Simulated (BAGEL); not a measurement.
**BH (SMILES [BH]): a chain of runs**

We compute a single-point energy (HF/def2-TZVP), then a single-point energy (NEVPT2(2,2)/def2-TZVP), then the energy (CASPT2(2,2)/def2-TZVP) of BH. 

Program for the calculation: BAGEL 1.2.2.

1 further run of the same task is left out (set aside as unsound or not needed).

## Step 1: The system as given

BH has 2 atoms, charge 0, and is taken as a singlet. As SMILES, `[BH]`. The B1–H2 distance was set to 1.417 Å, away from the relaxed value.

Bond lengths: B1–H2 1.417 Å.

## Step 2: The energy at HF/def2-TZVP (density fitting with svp-jkfit) (run 1)

input.json reads:

```json
{ "bagel": [

{
  "title": "molecule",
  "basis": "def2-tzvp.json",
  "df_basis": "svp-jkfit",
  "angstrom": false,
  "geometry": [
    { "atom": "B", "xyz": [  0.00000000,  0.00000000, -0.34941036 ] },
    { "atom": "H", "xyz": [  0.00000000,  0.00000000,  2.32889848 ] }
  ]
},
{
  "title": "hf"
},
{
  "title": "print",
  "file": "orbitals.molden",
  "orbitals": true
}

]}
```

The basis set def2-TZVP is read from a file made from the Basis Set Exchange's data (not shown).

Command:

```sh
$ BAGEL_NUM_THREADS=1 BAGEL input.json > input.out
```

The program printed:

```text
* using 1 threads per process

  ===============================================================
  ===============================================================

  *** Geometry ***

  { "atom" : "B", "xyz" : [      0.000000,      0.000000,     -0.349410 ] },
  { "atom" : "H", "xyz" : [      0.000000,      0.000000,      2.328898 ] },

  Number of auxiliary basis functions:       93

  Since a DF basis is specified, we compute 2- and 3-index integrals:
    o Being stored without compression. Storage requirement is 0.001 GB

  Number of basis functions:       37
  Number of electrons      :        6

    * METHOD: MOLECULE                             0.02

  *** RHF ***

  === Nuclear Repulsion ===
     1.8668496797

      * DIIS with orbital gradients will be used.

  === RHF iteration (def2-tzvp.json) ===
      0        -25.09324340          0.01234226           0.00
      1        -25.11641526          0.00351181           0.00
      2        -25.11908030          0.00103613           0.00
      3        -25.11941969          0.00012246           0.00
      4        -25.11942802          0.00001818           0.00
      5        -25.11942823          0.00000363           0.00
      6        -25.11942823          0.00000047           0.00
      7        -25.11942823          0.00000007           0.00
      8        -25.11942823          0.00000001           0.00
    * SCF iteration converged.

    * Permanent dipole moment:
           (    0.000000,     0.000000,    -0.451926) a.u.

    * METHOD: HF                                   0.03

    * METHOD: PRINT                                0.00

  ===============================================================
```

Run time: 0.22 s. Hardware: 1 thread of Arm Neoverse V1, shared host.

## Step 3: The energy at NEVPT2(2,2)/def2-TZVP (density fitting with svp-jkfit) (run 2)

input.json reads:

```json
{ "bagel" : [

{
  "title" : "molecule",
  "basis" : "def2-tzvp.json",
  "df_basis" : "svp-jkfit",
  "geometry" : [
    { "atom" : "B", "xyz" : [  0.00000000,  0.00000000, -0.34941036 ] },
    { "atom" : "H", "xyz" : [  0.00000000,  0.00000000,  2.32889848 ] }
  ]
},
{
  "title" : "hf"
},
{
  "title" : "casscf",
  "nstate" : 1,
  "nact" : 2,
  "nclosed" : 2,
  "active" : [2, 7],
  "maxiter" : 200,
  "natocc" : true
},
{
  "title" : "nevpt2",
  "nstate" : 1,
  "nact" : 2,
  "nclosed" : 2,
  "active" : [2, 7],
  "maxiter" : 200,
  "natocc" : true,
  "ncore" : 1
},
{
  "title" : "print",
  "file" : "orbitals.molden",
  "orbitals" : true
}

]}
```

The basis set def2-TZVP is read from a file made from the Basis Set Exchange's data (not shown).

Command:

```sh
$ BAGEL_NUM_THREADS=1 BAGEL input.json > input.out
```

The program printed:

```text
* using 1 threads per process

  ===============================================================
  ===============================================================

  *** Geometry ***

  { "atom" : "B", "xyz" : [      0.000000,      0.000000,     -0.349410 ] },
  { "atom" : "H", "xyz" : [      0.000000,      0.000000,      2.328898 ] },

  Number of auxiliary basis functions:       93

  Since a DF basis is specified, we compute 2- and 3-index integrals:
    o Being stored without compression. Storage requirement is 0.001 GB

[... 18 lines left out ...]
    * SCF iteration converged.
[... 1 line left out ...]
    * Permanent dipole moment:
[... 27 lines left out ...]
    * Second-order optimization converged. *
[... 9 lines left out ...]
     * ci vector, state   0, <S^2> = 0.0000
[... 3 lines left out ...]
    * METHOD: CASSCF                               0.09

    * freezing 1 orbital

  === DF-NEVPT2 calculation ===

    * 3-index integral transformation done
    * assembly done

      NEVPT2 correlation energy:   -0.0542808099      0.01

          (+0)     -0.0262013153
          (+0)'    -0.0045204350
          (+1)     -0.0005539347
          (+1)'    -0.0000000000
          (+2)     -0.0002809447
          (-1)     -0.0126985116
          (-1)'     0.0000000000
          (-2)     -0.0100256685

      NEVPT2 total energy:        -25.1926746755

    * METHOD: NEVPT2                               0.01

    * METHOD: PRINT                                0.00

  ===============================================================
```

Wall time 0.32 s (1 thread of Arm Neoverse V1, shared host).

## Step 4: A single-point energy at CASPT2(2,2)/def2-TZVP (density fitting with svp-jkfit) (run 3)

caspt2.json reads:

```json
{ "bagel" : [

{
  "title" : "molecule",
  "basis" : "def2-tzvp.json",
  "df_basis" : "svp-jkfit",
  "angstrom" : false,
  "geometry" : [
    { "atom" : "B", "xyz" : [     0.00000000,     0.00000000,    -0.34941036 ] },
    { "atom" : "H", "xyz" : [     0.00000000,     0.00000000,     2.32889848 ] }
  ]
},

{
  "title" : "hf"
},

{
  "title" : "casscf",
  "nstate" : 1,
  "nact" : 2,
  "nclosed" : 2,
  "active" : [2, 7],
  "maxiter" : 200,
  "natocc" : true
},

{
  "title" : "print",
  "file" : "orbitals.molden",
  "orbitals" : true
},

{
  "title" : "smith",
  "method" : "caspt2",
  "ms" : true,
  "xms" : true,
  "sssr" : true,
  "shift" : 0.2,
  "shift_imag" : true,
  "ncore" : 1
}

]}
```

The basis set def2-TZVP is read from a file made from the Basis Set Exchange's data (not shown).

Command:

```sh
$ BAGEL_NUM_THREADS=1 BAGEL caspt2.json > caspt2.out
```

The program printed:

```text
* using 1 threads per process

  ===============================================================
  ===============================================================

  *** Geometry ***

  { "atom" : "B", "xyz" : [      0.000000,      0.000000,     -0.349410 ] },
  { "atom" : "H", "xyz" : [      0.000000,      0.000000,      2.328898 ] },

  Number of auxiliary basis functions:       93

  Since a DF basis is specified, we compute 2- and 3-index integrals:
    o Being stored without compression. Storage requirement is 0.001 GB

[... 20 lines left out ...]
    * Permanent dipole moment:
[... 37 lines left out ...]
     * ci vector, state   0, <S^2> = 0.0000
[... 21 lines left out ...]
       #      aibj      arbs      arbi      airj      risj      airs      arst      rist         Etot      error   time
[... 10 lines left out ...]
      ------------------------------------------------------------------------------------------------------------------

    * CASPT2 energy : state  0      -25.1955903364
        w/o shift correction        -25.1948211727
        reference weight              0.9706474014

    * METHOD: SMITH                                0.07

  ===============================================================
```

It took 0.36 s on 1 thread of Arm Neoverse V1, shared host.

## Step 5: Results

```
                                  quantity         value
         run 1, HF/def2-TZVP: total energy  -25.11943 Eh
        run 1, HF/def2-TZVP: dipole moment        1.15 D
          run 1, HF/def2-TZVP: HOMO energy      -9.57 eV
          run 1, HF/def2-TZVP: LUMO energy       1.11 eV
        run 1, HF/def2-TZVP: HOMO–LUMO gap      10.68 eV
run 2, NEVPT2(2,2)/def2-TZVP: total energy  -25.19267 Eh
run 3, CASPT2(2,2)/def2-TZVP: total energy  -25.19559 Eh
```
